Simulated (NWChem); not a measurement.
**C3H6O2 (methyl acetate): levels of theory compared**

Wanted: a comparison of 3 runs (HF/6-31G*, MP2/6-31G*, CCSD/6-31G*) of C3H6O2 (methyl acetate). 

The results are computed with NWChem 7.3.0.

### 1 The structure to begin with

C3H6O2: 11 atoms, total charge 0, spin state singlet. As SMILES, `COC(C)=O`. The C1–H6 distance was set to 1.964 Å, away from the relaxed value. At this shape a bond of the SMILES string is far longer than usual.

Bond lengths: C1–O2 1.423 Å, O2–C3 1.341 Å, C3–C4 1.498 Å, C3–O5 1.201 Å, C1–H7 1.091 Å, C1–H8 1.088 Å, C4–H9 1.092 Å, C4–H10 1.087 Å, C4–H11 1.092 Å. Some angles: C1–O2–C3 115.2°, O2–C3–C4 111.1°, O2–C3–O5 123.3°, C4–C3–O5 125.6°, O2–C1–H7 110.7°, O2–C1–H8 105.9°, C3–C4–H9 109.9°, C3–C4–H10 109.5°, C3–C4–H11 109.9°, H7–C1–H8 110.5°.

### 2 The energy at HF/6-31G(d) (spherical functions) (run 1)

Contents of mol.xyz:

```xyz
11
C3H6O2
C     -1.866123     0.414695     0.066136
O     -1.070223    -0.747705    -0.138064
C      0.099877    -0.537205    -0.758964
C      0.859277    -1.817305    -0.923864
O      0.466977     0.546495    -1.124164
H     -0.908700     1.724200     1.172600
H     -2.118523     0.880595    -0.887464
H     -2.766223     0.073995     0.573036
H      1.051477    -2.263305     0.053736
H      1.798077    -1.619605    -1.434564
H      0.264277    -2.531805    -1.495664
```

Contents of mol.nw:

```
start mol
title "C3H6O2"
memory 2200 mb

geometry noautosym nocenter noautoz
load format xyz mol.xyz
end

basis "ao basis" spherical bse
* library 6-31G*
end

scf
thresh 1e-08
maxiter 80
print low
end

task scf energy
```

Started as:

```console
$ nwchem mol.nw > mol.out
```

The program printed:

```text
[...]
  functions       =    82
[...]
  wavefunction    = RHF
[...]
         Total SCF energy =   -266.686058630641
      One-electron energy =   -720.610378776570
      Two-electron energy =    273.874717002126
 Nuclear repulsion energy =    180.049603143803
        Time for solution =     10.4s
 Task  times  cpu:       10.6s     wall:       10.6s
[...]
```

It took 11 s on 1 thread of Intel Xeon 6975P-C (Granite Rapids), shared host; peak memory 0.099 GiB.

### 3 A single-point energy at MP2/6-31G(d) (spherical functions) (run 2)

Contents of run.nw:

```
echo
start run
memory stack 880 mb heap 220 mb global 1100 mb

geometry units angstroms noautosym nocenter noautoz
  C    -1.866123    0.414695    0.066136
  O    -1.070223   -0.747705   -0.138064
  C     0.099877   -0.537205   -0.758964
  C     0.859277   -1.817305   -0.923864
  O     0.466977    0.546495   -1.124164
  H    -0.908700    1.724200    1.172600
  H    -2.118523    0.880595   -0.887464
  H    -2.766223    0.073995    0.573036
  H     1.051477   -2.263305    0.053736
  H     1.798077   -1.619605   -1.434564
  H     0.264277   -2.531805   -1.495664
end

basis spherical bse
  * library 6-31G*
end

scf
  thresh 1e-08
  maxiter 80
  print medium
end

mp2
  freeze core 5
  tight
end

task mp2
```

Started as:

```console
$ nwchem run.nw > run.out
```

The program printed:

```text
[...]
  functions       =    82
[...]
  wavefunction    = RHF
[...]
         Total SCF energy =   -266.686058630686
      One-electron energy =   -720.610378776584
      Two-electron energy =    273.874717002095
 Nuclear repulsion energy =    180.049603143803
        Time for solution =     10.3s
[...]
          Total MP2 energy          -267.432903052786
[...]
```

Wall time 13 s (1 thread of Intel Xeon 6975P-C (Granite Rapids), shared host); peak memory 0.21 GiB.

### 4 The energy at CCSD/6-31G(d) (spherical functions) (run 3)

Contents of m1.nw:

```
start m1
memory 2200 mb
geometry units angstroms noautosym nocenter noautoz
  C     -1.866123     0.414695     0.066136
  O     -1.070223    -0.747705    -0.138064
  C      0.099877    -0.537205    -0.758964
  C      0.859277    -1.817305    -0.923864
  O      0.466977     0.546495    -1.124164
  H     -0.908700     1.724200     1.172600
  H     -2.118523     0.880595    -0.887464
  H     -2.766223     0.073995     0.573036
  H      1.051477    -2.263305     0.053736
  H      1.798077    -1.619605    -1.434564
  H      0.264277    -2.531805    -1.495664
end
basis spherical bse
  * library 6-31G*
end
scf
  thresh 1e-08
  maxiter 80
end
ccsd
  freeze core 5
  maxiter 60
end
task ccsd energy
```

Started as:

```console
$ nwchem m1.nw > m1.out
```

The program printed:

```text
[...]
  functions       =    82
[...]
  wavefunction    = RHF
[...]
         Total SCF energy =   -266.686058630686
      One-electron energy =   -720.610378776584
      Two-electron energy =    273.874717002095
 Nuclear repulsion energy =    180.049603143803
        Time for solution =     10.5s
[...]
 Total MP2 energy:           -267.432903052786457
[...]
             energy      energy      error      ampl     ampl      Block
                                                time     time      time
[...]
 Total CCSD energy:           -267.479315283986182
[...]
```

It took 81 s on 1 thread of Intel Xeon 6975P-C (Granite Rapids), shared host; peak memory 0.25 GiB.

### 5 All runs side by side

```csv
run,level,module,frozen core orbitals,energy (Eh),wall time
1,HF/6-31G* (spherical functions),scf,–,-266.686059,11 s
2,MP2/6-31G* (spherical functions),mp2,5,-267.432903,13 s
3,CCSD/6-31G* (spherical functions),ccsd,5,-267.479315,81 s
```

### 6 Summary of results

| quantity | value |
| --- | --- |
| run 3: total energy | -267.47932 Eh |
| run 3: HOMO energy (Hartree–Fock orbitals) | -10.15 eV |
| run 3: LUMO energy (Hartree–Fock orbitals) | 2.31 eV |
| run 3: HOMO–LUMO gap (Hartree–Fock orbitals) | 12.45 eV |
| run 3: correlation energy (5 core orbitals frozen) | -793.3 mEh |

What this shows: Below the HF energy at the same shape and in the same basis (6-31G*): MP2 -746.8 mEh; CCSD -793.3 mEh. In runs 1, 2, 3 a closed-shell determinant meets a far-stretched bond, which it describes badly. All runs together took 1.8 min, the longest 81 s.
